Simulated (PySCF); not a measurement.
# C4H5NO: reorganisation energies

Wanted: reorganisation energies for C4H5NO (`Cc1cnco1`).

Programs: PySCF 2.14.0, with routines of our own; each step states its level. All values are computed. Atoms count from 0.

## Step 1: The system as given

11 atoms, charge 0, multiplicity 1; geometry from: GFN2-xTB.

## Step 2: Relaxing the molecule at CAM-B3LYP/def2-SVP

Job settings and geometry (Å):

```
{"job": {"xc": "CAM-B3LYP", "basis": "def2-SVP", "grid": 1, "kind": "geom"}, "charge": 0, "multiplicity": 1}
C     -1.672965    -0.147590     0.108456
C     -0.200794    -0.003747     0.006188
C      0.614269     1.020098    -0.371276
N      1.915084     0.610315    -0.279329
C      1.847537    -0.607439     0.137590
O      0.599868    -1.051688     0.333918
H     -1.960894    -0.385076     1.131793
H     -2.020966    -0.955417    -0.533997
H     -2.150601     0.779972    -0.191919
H      0.363071     2.007010    -0.698487
H      2.671815    -1.263768     0.331098
```

Launch:

```
OMP_NUM_THREADS=1 python excited_run.py task.json out
```

One launch serves the whole session: the jobs run in the order shown.

The log of the run:

```text
step   0  E = -285.04646068  max force = 0.014194
step   1  E = -285.04780483  max force = 0.003734
step   2  E = -285.04781877  max force = 0.002288
step   3  E = -285.04783914  max force = 0.000459
step   4  E = -285.04784041  max force = 0.000375
optimisation converged
```

It took 16 s on 1 thread of Intel Xeon 6975P-C, shared host; peak memory 0.51 GiB.

Relaxation path:

```
step  energy from step 0 (eV)  largest force component (eV/Å)
   0                   0.0000                          0.7299
   1                  -0.0366                          0.1920
   2                  -0.0370                          0.1177
   3                  -0.0375                          0.0236
   4                  -0.0375                          0.0193
```

Close pairs (by a distance rule), those that changed most:

```
  bond  before (Å)  after (Å)  change (Å)
 C2–H9       1.070      1.088      +0.018
C4–H10       1.071      1.089      +0.018
 C2–N3       1.367      1.383      +0.016
 C0–H8       1.086      1.097      +0.012
 C0–H7       1.089      1.101      +0.012
 C0–H6       1.089      1.101      +0.012
 C4–O5       1.339      1.347      +0.008
 C1–C2       1.362      1.358      -0.004
```

The next job starts from the end point, and lists it.

```
                         at the end point                value
  point group (found at 0.08 Å tolerance)                   Cs
rotational constants (GHz, main isotopes)  9.418, 3.601, 2.648
                        dipole moment (D)                 2.12
```

## Step 3: Relaxation after adding or removing an electron (C₄H₅NO+ (doublet)): UKS CAM-B3LYP/def2-SVP

Job settings and geometry (Å):

```
{"job": {"kind": "ionopt", "ions": [1], "xc": "CAM-B3LYP", "basis": "def2-SVP", "grid": 1}, "charge": 1, "multiplicity": 2}
C     -1.753714    -0.163351     0.105254
C     -0.286542     0.006166    -0.018640
C      0.535758     1.014058    -0.408164
N      1.849957     0.593672    -0.319909
C      1.770530    -0.615749     0.106918
O      0.511494    -1.046368     0.313576
H     -2.041307    -0.401631     1.140821
H     -2.116045    -0.979716    -0.538385
H     -2.262217     0.762912    -0.191205
H      0.266475     2.012995    -0.745242
H      2.575081    -1.318589     0.317084
```

With the program's defaults for keys left out, this is: UKS CAM-B3LYP/def2-SVP geometry optimisation of the ion from the geometry of its parent, gas phase.

The log of the run:

```text
step       E/Eh        max force   <S^2>
  0    -284.70399970   0.098985   0.7599
  1    -284.71542642   0.027358   0.7659
  2    -284.71640299   0.028407   0.7653
  3    -284.72007335   0.010200   0.7648
  4    -284.72011661   0.006016   0.7644
  5    -284.72031830   0.001332   0.7644
  6    -284.72033200   0.001830   0.7643
  7    -284.72034685   0.000606   0.7643
  8    -284.72034778   0.000588   0.7643
  9    -284.72034922   0.000125   0.7642
optimisation converged
```

Run time: 59 s. Hardware: 1 thread of Intel Xeon 6975P-C, shared host; peak memory 0.56 GiB.

From this job:

```
             quantity    value
geometry moved (RMSD)  0.053 Å
                 ⟨S²⟩    0.764
```

Bonds of the start that changed most:

```
 bond  start (Å)  end (Å)
C1–C2      1.358    1.445
C2–N3      1.383    1.327
O5–C1      1.362    1.327
C0–C1      1.482    1.454
N3–C4      1.285    1.312
C4–O5      1.347    1.357
```

Mulliken spin populations:

```
atom  value (e)
  C0      -0.03
  C1       0.40
  C2       0.34
  N3      -0.10
  C4       0.41
  O5      -0.06
  H6       0.03
  H7       0.04
  H8       0.00
  H9      -0.01
 H10      -0.02
```

The fields below are evaluated on a grid from the run's orbitals.

ELF in a plane through or near 9 of the atoms.

Ten even steps from '0' (0.00) to '9' (1.00):
```
0000000000000000000000000000
0000000000000000000000000000
0000000000000000000000000000
0000000000000000000000000000
0000000000001100000000000000
0000179700045520000000000000
0000999961289850001100000000
0002999995565840035520000000
0000599935775855644641000000
0000013411434537924341000000
0000002677624726868997400000
0000157848753884259999810000
0000279997825350029999700000
0000068885368982005896200000
0000002310089998200000000000
0000000000089998200000000000
0000000000037861000000000000
0000000000000000000000000000
0000000000000000000000000000
0000000000000000000000000000
```
The map spans 10.6 Å across and 9.6 Å up, centred on the molecule. Atoms in the plane (x, y in Å): C0 (1.7, 0.3), C1 (0.2, 0.0), C2 (-0.6, -1.1), N3 (-1.9, -0.8), C4 (-1.9, 0.5), O5 (-0.6, 1.1), H8 (2.2, -0.7), H9 (-0.3, -2.2), H10 (-2.7, 1.2).

log10 of the density (e/Å³) in the same plane.

Ten even steps from '0' (-4.0) to '9' (1.7):
```
0000000000000000000000000000
0000000000000000000000000000
0000000000000000000000000000
0000000000000000000000000000
0000112222233321111110000000
0001233333444443222221100000
0002345655567654444433210000
0002456766689765556553310000
0002356788778776677654321000
0001345688767787789764321000
0001345677766777777765421000
0001345789777776666765421000
0001345677779765445554320000
0000234566667765434433210000
0000023344456764322211000000
0000001222345553311000000000
0000000001233332100000000000
0000000000011211000000000000
0000000000000000000000000000
0000000000000000000000000000
```
The map spans 10.6 Å across and 9.6 Å up, centred on the molecule. Atoms in the plane (x, y in Å): C0 (1.7, 0.3), C1 (0.2, 0.0), C2 (-0.6, -1.1), N3 (-1.9, -0.8), C4 (-1.9, 0.5), O5 (-0.6, 1.1), H8 (2.2, -0.7), H9 (-0.3, -2.2), H10 (-2.7, 1.2).

On the surface of density 0.002 e/bohr³ the electrostatic potential runs, from the 1st to the 99th percentile, from 2.70 V near N3 to 6.62 V near C1.

The spin density lies nearest to C1, C2, C4 about 25 % each; N3 6 % (beta excess).

## Step 4: Reorganisation energies: UKS CAM-B3LYP/def2-SVP

Settings changed since step 3:

```diff
@@ -1,2 +1,2 @@
-{"job": {"kind": "ionopt", "ions": [1], "xc": "CAM-B3LYP", "basis": "def2-SVP", "grid": 1}, "charge": 1, "multiplicity": 2}
+{"job": {"kind": "reorg", "ions": [1, -1], "xc": "CAM-B3LYP", "basis": "def2-SVP", "grid": 1}, "charge": 0, "multiplicity": 1}
 C     -1.753714    -0.163351     0.105254
```

Method: UKS CAM-B3LYP/def2-SVP four-point reorganisation energy, gas phase.

The log of the run:

```text
final grid: 43384 points
cycle   1  E = -284.9850474681  dE =  1.240e+00  |g| = 5.300e-01  |ddm| = 3.654e+00
cycle   2  E = -284.9769545967  dE =  8.093e-03  |g| = 6.117e-01  |ddm| = 8.746e-01
cycle   3  E = -285.0474188861  dE = -7.046e-02  |g| = 3.925e-02  |ddm| = 4.483e-01
cycle   4  E = -285.0477628567  dE = -3.440e-04  |g| = 1.769e-02  |ddm| = 5.108e-02
cycle   5  E = -285.0478255591  dE = -6.270e-05  |g| = 7.885e-03  |ddm| = 2.323e-02
cycle   6  E = -285.0478379435  dE = -1.238e-05  |g| = 3.210e-03  |ddm| = 8.411e-03
cycle   7  E = -285.0478402295  dE = -2.286e-06  |g| = 6.627e-04  |ddm| = 2.999e-03
cycle   8  E = -285.0478403985  dE = -1.690e-07  |g| = 1.822e-04  |ddm| = 1.192e-03
cycle   9  E = -285.0478404107  dE = -1.225e-08  |g| = 8.100e-05  |ddm| = 3.167e-04
cycle  10  E = -285.0478404126  dE = -1.859e-09  |g| = 1.684e-05  |ddm| = 9.909e-05
cycle  11  E = -285.0478404127  dE = -1.267e-10  |g| = 6.151e-06  |ddm| = 3.423e-05
converged SCF energy = -285.0478404127

hole transfer: vertical 9.1782 eV, relaxation of the ion converged
  adiabatic 8.9115 eV, lambda(ion) 0.2667, lambda(parent) 0.2644, total 0.5312 eV

electron transfer: vertical -2.3461 eV, relaxation of the ion skipped
```

Run time: 7.6 s. Hardware: 1 thread of Intel Xeon 6975P-C, shared host; peak memory 0.62 GiB.

## Step 5: Summary of results

| quantity | value |
| --- | --- |
| point group | Cs |
| rotational constants (main isotopes) | 9.42, 3.60, 2.65 GHz |
| geometry moved (RMSD) (step 3, UKS CAM-B3LYP/def2-SVP) | 0.053 Å |
| hole reorganisation energy (step 4, UKS CAM-B3LYP/def2-SVP) | 0.5312 eV |

What this shows: Relaxing lowered the energy by 0.038 eV in 4 steps; the close pair that moved most is C2–H9, from 1.070 to 1.088 Å. In step 3 (relaxation after adding or removing an electron), among the bonds C1–C2 changes most, from 1.358 to 1.445 Å.
